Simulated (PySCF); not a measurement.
All values below come from PBE-D3(BJ)/def2-TZVP // B3LYP-D3(BJ)/def2-TZVP in PySCF 2.14.0. All species are isolated molecules in the gas phase. 

Reference species (SMILES): `C#C` (neutral, multiplicity 1).

S1 oscillator strength: 0.000
HOMO–LUMO gap: 6.99 eV

Changed species: `C#CC` (X = methyl; the reference has X = H).

Problem. Give the shifts of the S1 oscillator strength and HOMO–LUMO gap.

Solution. the S1 oscillator strength stays essentially unchanged; the HOMO–LUMO gap drops by 0.22 eV, to 6.77 eV.
